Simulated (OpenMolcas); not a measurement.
**quartet [BH3]−, step by step**

We compute a single-point energy (UHF/3-21G), then the energy (CASSCF(3,3)/3-21G), then a single-point energy (CASPT2(3,3)/3-21G), then the energy (SC-NEVPT2(3,3)/3-21G), then the energy (MRCI(3,3)/3-21G) of quartet [BH3]−. 

The results are computed with OpenMolcas 26.06.

### Step 1. The molecule

[BH3]− has 4 atoms, charge -1, and is taken as a quartet. SMILES of the parent species: `[BH3-]`. The coordinates come from a GFN2-xTB relaxation. That shape belongs to the parent species and isn't relaxed for this state.

Bond lengths: B1–H2 1.254 Å, B1–H3 1.254 Å, B1–H4 1.254 Å. Angles: H2–B1–H3 111.5°, H2–B1–H4 111.5°, H3–B1–H4 111.5°.

### Step 2. The energy at UHF/3-21G (run 1)

Input file step1.inp:

```
* BH3 Hartree-Fock
&GATEWAY
BasLib
$CurrDir
BasisSet
B.3-21G....
B1 0.150430 -0.037330 -0.233800 angstrom
End of Basis
BasisSet
H.3-21G....
H2 0.917080 0.452560 0.628490 angstrom
H3 -0.279230 -1.161080 0.118390 angstrom
H4 -0.788270 0.745860 -0.513080 angstrom
End of Basis
&SEWARD
&SCF
UHF
Charge
-1
Spin
4
Scramble
0.25
PrOrbitals
1 1
```

The basis set 3-21G is read from a file made from the Basis Set Exchange's data (not shown).

The run is started by

```
$ export MOLCAS_MEM=1860
$ pymolcas step1.inp > step1.log
```

Log:

```text
--- Start Module: gateway ---
[...]
--- Stop Module: gateway /rc=_RC_ALL_IS_WELL_ ---
--- Start Module: seward ---
[...]
      Basis functions           15
--- Stop Module: seward /rc=_RC_ALL_IS_WELL_ ---
--- Start Module: scf ---
[...]
       Convergence after  38 Iterations
[...]
::    Total SCF energy                                -25.8243866366
[...]
      Total spin, S                                     1.5028920810
[...]
      Total electronic charge=    9.000000
      Total            charge=   -1.000000
[...]
      Dipole Moment (debye):
      Origin of the operator (angstrom)=    0.1072   -0.0266   -0.1666
                   X= -5.6892E-01               Y= -8.5309E-01               Z=  6.2500E-01           Total=  1.2009E+00
      Center of Charge (angstrom)
[...]
--- Stop Module: scf /rc=_RC_ALL_IS_WELL_ ---
[...]
```

Wall time 2.8 s (1 thread of Intel Xeon Platinum 8259CL at 2.50GHz (Skylake/Cascade Lake), shared host); peak memory 0.37 GiB.

### Step 3. A single-point energy at CASSCF(3,3)/3-21G (run 2)

Input file step2.inp:

```
>>> EXPORT MOLCAS_PRINT=2

&GATEWAY
 BASLIB = $CurrDir
 BASISSET
 B.3-21G....
 B1 0.150430 -0.037330 -0.233800 angstrom
 End of Basis
 BASISSET
 H.3-21G....
 H2 0.917080 0.452560 0.628490 angstrom
 H3 -0.279230 -1.161080 0.118390 angstrom
 H4 -0.788270 0.745860 -0.513080 angstrom
 End of Basis

&SEWARD

&RASSCF
 FILEORB = $CurrDir/step1.UnaOrb
 SPIN = 4
 NACTEL = 3 0 0
 INACTIVE = 3
 RAS2 = 3
 ORBLISTING = Nothing
```

The basis set 3-21G is read from a file made from the Basis Set Exchange's data (not shown).

The run is started by

```
$ export MOLCAS_MEM=1860
$ pymolcas step2.inp > step2.log
```

Log:

```text
--- Start Module: gateway ---
[...]
--- Stop Module: gateway /rc=_RC_ALL_IS_WELL_ ---
--- Start Module: seward ---
[...]
      Basis functions           15
--- Stop Module: seward /rc=_RC_ALL_IS_WELL_ ---
--- Start Module: rasscf ---
[...]
      Number of active orbitals                  3
[...]
      Spin quantum number                      1.5
[...]
      Active orbitals                            3
[...]
      Number of CSFs                             1
[...]
      Number of root(s) required                 1
[...]
      Convergence after 13 iterations
[...]
      printout of CI-coefficients larger than  0.05 for root  1
      energy=     -25.821883
      conf/sym  111     Coeff  Weight
             1  uuu   1.00000 1.00000
      Natural orbitals and occupation numbers for root  1
      sym 1:   1.000000   1.000000   1.000000
      ************************************************************************************************************************
      *                                                    Final results                                                     *
[...]
::    RASSCF root number  1 Total energy:    -25.82188313
[...]
      Total electronic charge=    9.000000
      Total            charge=   -1.000000
[...]
      Dipole Moment (debye):
      Origin of the operator (angstrom)=    0.1072   -0.0266   -0.1666
                   X= -5.9838E-01               Y= -8.5756E-01               Z=  6.6725E-01           Total=  1.2404E+00
      Center of Charge (angstrom)
[...]
--- Stop Module: rasscf /rc=_RC_ALL_IS_WELL_ ---
[...]
```

Run time: 2.3 s. Hardware: 1 thread of Intel Xeon Platinum 8259CL at 2.50GHz (Skylake/Cascade Lake), shared host; peak memory 0.37 GiB.

### Step 4. The energy at CASPT2(3,3)/3-21G (run 3)

Input file step3.inp:

```
* BH3 CASPT2
&GATEWAY
BasLib=$CurrDir
BasisSet
B.3-21G....
B1 0.150430 -0.037330 -0.233800 angstrom
End of Basis
BasisSet
H.3-21G....
H2 0.917080 0.452560 0.628490 angstrom
H3 -0.279230 -1.161080 0.118390 angstrom
H4 -0.788270 0.745860 -0.513080 angstrom
End of Basis
&SEWARD
&RASSCF
FileOrb=$CurrDir/step2.RasOrb
Spin=4
Nactel=3 0 0
Inactive=3
Ras2=3
OrbListing=Nothing
&CASPT2
Imaginary=0.1
Frozen=1
```

The basis set 3-21G is read from a file made from the Basis Set Exchange's data (not shown).

The run is started by

```
$ export MOLCAS_MEM=1860
$ pymolcas step3.inp > step3.log
```

Log:

```text
--- Start Module: gateway ---
[...]
--- Stop Module: gateway /rc=_RC_ALL_IS_WELL_ ---
[...]
      Basis functions           15
[...]
--- Start Module: rasscf ---
[...]
      Number of active orbitals                  3
[...]
      Spin quantum number                      1.5
[...]
      Active orbitals                            3
[...]
      Number of CSFs                             1
[...]
      Number of root(s) required                 1
[...]
      Convergence after  4 iterations
[...]
      printout of CI-coefficients larger than  0.05 for root  1
      energy=     -25.821883
      conf/sym  111     Coeff  Weight
             1  uuu   1.00000 1.00000
      Natural orbitals and occupation numbers for root  1
      sym 1:   1.000000   1.000000   1.000000
      ************************************************************************************************************************
      *                                                    Final results                                                     *
[...]
::    RASSCF root number  1 Total energy:    -25.82188313
[...]
      Total electronic charge=    9.000000
      Total            charge=   -1.000000
[...]
      Dipole Moment (debye):
      Origin of the operator (angstrom)=    0.1072   -0.0266   -0.1666
                   X= -5.9831E-01               Y= -8.5753E-01               Z=  6.6718E-01           Total=  1.2403E+00
      Center of Charge (angstrom)
[...]
--- Stop Module: rasscf /rc=_RC_ALL_IS_WELL_ ---
--- Start Module: caspt2 ---
[...]
 ###    WARNING: User changed nr of frozen orbitals.                         ###
 ###############################################################################
[...]
      E2 (Variational):          -0.0526846334
      Total energy:             -25.8745677605
[...]
      Reference weight:           0.97436
[...]
::    CASPT2 Root  1     Total energy:    -25.87456776
[...]
--- Stop Module: caspt2 /rc=_RC_ALL_IS_WELL_ ---
[...]
```

Run time: 2.2 s. Hardware: 1 thread of Intel Xeon Platinum 8259CL at 2.50GHz (Skylake/Cascade Lake), shared host; peak memory 0.37 GiB.

### Step 5. The energy at SC-NEVPT2(3,3)/3-21G (run 4)

Input file step4.input:

```
&GATEWAY
BASLIB=$CurrDir
BASISSET
B.3-21G....
B1 0.150430 -0.037330 -0.233800 angstrom
End of Basis
BASISSET
H.3-21G....
H2 0.917080 0.452560 0.628490 angstrom
H3 -0.279230 -1.161080 0.118390 angstrom
H4 -0.788270 0.745860 -0.513080 angstrom
End of Basis
&SEWARD
&RASSCF
FILEORB=$CurrDir/step2.RasOrb
SPIN=4
NACTEL=3 0 0
INACTIVE=3
RAS2=3
ORBLISTING=Nothing
&CASPT2
SC-NEVPT2
FROZEN=1
```

The basis set 3-21G is read from a file made from the Basis Set Exchange's data (not shown).

The run is started by

```
$ export MOLCAS_MEM=1860
$ pymolcas step4.input > step4.log
```

Log:

```text
--- Start Module: gateway ---

                                              &GATEWAY

                       available to each process: 1.9 GB of memory, 1 thread

 Basis Set     1 Label: B.3-21G....
 Basis set is read from library:.
 basistype.tbl is not found

 Basis Set     2 Label: H.3-21G....
 Basis set is read from library:.
 basistype.tbl is not found

++    Symmetry information:
      ---------------------

                    Character Table for C1

                             E
                    a        1  x, y, xy, Rz, z, xz, Ry, yz, Rx, I
--

++    Basis set information:
      ----------------------

      Basis set label: B.3-21G.........

      Electronic valence basis set:
      ------------------
      Associated Effective Charge   5.000000 au
      Associated Actual Charge      5.000000 au
      Nuclear Model: Point charge

      Shell  nPrim  nBasis  Cartesian Spherical Contaminant
         s       6       3        X
         p       3       2        X

      Basis set label: H.3-21G.........

[... 103 lines left out ...]
      Nuclear repulsion energy =    7.09735120
[... 76 lines left out ...]
      Convergence after  4 iterations
[... 10 lines left out ...]
      printout of CI-coefficients larger than  0.05 for root  1
[... 1 line left out ...]
      conf/sym  111     Coeff  Weight
[... 6 lines left out ...]
      *                                                    Final results                                                     *
[... 6 lines left out ...]
      RASSCF energy for state  1                    -25.82188313
[... 12 lines left out ...]
::    RASSCF root number  1 Total energy:    -25.82188313
[... 29 lines left out ...]
      Dipole Moment (debye):
[... 30 lines left out ...]
      Spin density orbitals for root   1 are written to the SPDORB.1 file
[... 56 lines left out ...]
      Imaginary shift                            0.00
[... 11 lines left out ...]
++ NEVPT2 computation for group   1

********************************************************************************
 Multi-State initialization phase begins for group   1
--------------------------------------------------------------------------------
********************************************************************************
 Compute H0 matrices for state    1
--------------------------------------------------------------------------------
--------------------------------------------------------------------------------
 H0 matrices have been computed.

********************************************************************************
  NEVPT2 EQUATION SOLUTION
--------------------------------------------------------------------------------
 ###############################################################################
 ###    Location: AixRd                                                      ###
 ###    File: LUCIEX                                                         ###
 ###    Premature abort while reading buffer from disk                       ###
 ###    End of file reached                                                  ###
 ###############################################################################

--- Stop Module: caspt2 /rc=-6 ---

.########################.
.# Non-zero return code #.
.########################.

    Timing: Wall=1.90 User=1.53 System=0.36
```

Wall time 2.2 s (1 thread of Intel Xeon Platinum 8259CL at 2.50GHz (Skylake/Cascade Lake), shared host); peak memory 0.37 GiB.

The run ended with an error.

### Step 6. The energy at MRCI(3,3)/3-21G (run 5)

Input file step5.inp:

```
* BH3 MRCI
>>> EXPORT MOLCAS_PRINT=2
&GATEWAY
BASLIB = $CurrDir
BASISSET
B.3-21G....
B1 0.150430 -0.037330 -0.233800 angstrom
End of Basis
BASISSET
H.3-21G....
H2 0.917080 0.452560 0.628490 angstrom
H3 -0.279230 -1.161080 0.118390 angstrom
H4 -0.788270 0.745860 -0.513080 angstrom
End of Basis
&SEWARD
&RASSCF
FILEORB = $CurrDir/step2.RasOrb
SPIN = 4
NACTEL = 3 0 0
INACTIVE = 3
RAS2 = 3
ORBLISTING = Nothing
&MOTRA
LUMORB
FROZEN = 1
&GUGA
ELECTRONS = 7
SPIN = 4
INACTIVE = 2
ACTIVE = 3
CIALL = 1
&MRCI
SDCI
```

The basis set 3-21G is read from a file made from the Basis Set Exchange's data (not shown).

The run is started by

```
$ export MOLCAS_MEM=1860
$ pymolcas step5.inp > step5.log
```

Log:

```text
--- Start Module: gateway ---
[...]
--- Stop Module: gateway /rc=_RC_ALL_IS_WELL_ ---
[...]
      Basis functions           15
[...]
      Number of active orbitals                  3
[...]
      Spin quantum number                      1.5
[...]
      Active orbitals                            3
[...]
      Number of CSFs                             1
[...]
      Number of root(s) required                 1
[...]
      Convergence after  4 iterations
[...]
      printout of CI-coefficients larger than  0.05 for root  1
      energy=     -25.821883
      conf/sym  111     Coeff  Weight
             1  uuu   1.00000 1.00000
      Natural orbitals and occupation numbers for root  1
      sym 1:   1.000000   1.000000   1.000000
      ************************************************************************************************************************
      *                                                    Final results                                                     *
[...]
::    RASSCF root number  1 Total energy:    -25.82188313
[...]
      Dipole Moment (debye):
      Origin of the operator (angstrom)=    0.1072   -0.0266   -0.1666
                   X= -5.9831E-01               Y= -8.5753E-01               Z=  6.6718E-01           Total=  1.2403E+00
      Center of Charge (angstrom)
[...]
      *** WARNING: Default frozen orbitals is overwritten by user input.
      *** Default values:   1
[...]
--- Start Module: guga ---
[...]
--- Stop Module: guga /rc=_RC_ALL_IS_WELL_ ---
--- Start Module: mrci ---
[...]
       (But an ACPF correction will be computed)
       USE THE DEFAULT ACPF G-VALUE GFAC=  0.28571428571428570
[...]
                      CI ENERGY:   -25.89120182
[...]
                ACPF CORRECTION:    -0.00333509
[...]
      Total electronic charge=    9.000000
      Total            charge=   -1.000000
[...]
     ACPF CORRECTION:     -0.00333509
[...]
  CI State   1     Total energy:    -25.89120182     QDav:     -0.00476074     QACPF:     -0.00333509
[...]
--- Stop Module: mrci /rc=_RC_ALL_IS_WELL_ ---
[...]
```

Wall time 2.3 s (1 thread of Intel Xeon Platinum 8259CL at 2.50GHz (Skylake/Cascade Lake), shared host); peak memory 0.37 GiB.

### Step 7. Results

| quantity | value |
| --- | --- |
| run 1, UHF/3-21G: total energy | -25.82439 Eh |
| run 1, UHF/3-21G: HOMO energy (highest over α and β) | 5.75 eV |
| run 1, UHF/3-21G: LUMO energy (lowest over α and β) | 6.48 eV |
| run 1, UHF/3-21G: ⟨S²⟩ | 3.762 |
| run 2, CASSCF(3,3)/3-21G: total energy | -25.82188 Eh |
| run 3, CASPT2(3,3)/3-21G: total energy | -25.87457 Eh |
| run 5, MRCI(3,3)/3-21G: total energy | -25.89120 Eh |
| run 4, SC-NEVPT2(3,3)/3-21G | no result (crashed) |

What this shows: The HOMO (run 1, UHF/3-21G) lies at positive energy, 5.75 eV: the electron is unbound at this level or held by a compact basis; values depend on the basis. Mulliken charges (run 3, CASPT2(3,3)/3-21G) of the CASSCF density run from -0.89 on B1 to +0.01 on H3. Mulliken charges (run 5, MRCI(3,3)/3-21G) of the CASSCF density run from -0.89 on B1 to +0.01 on H3. 1 of the 5 runs did not end normally.
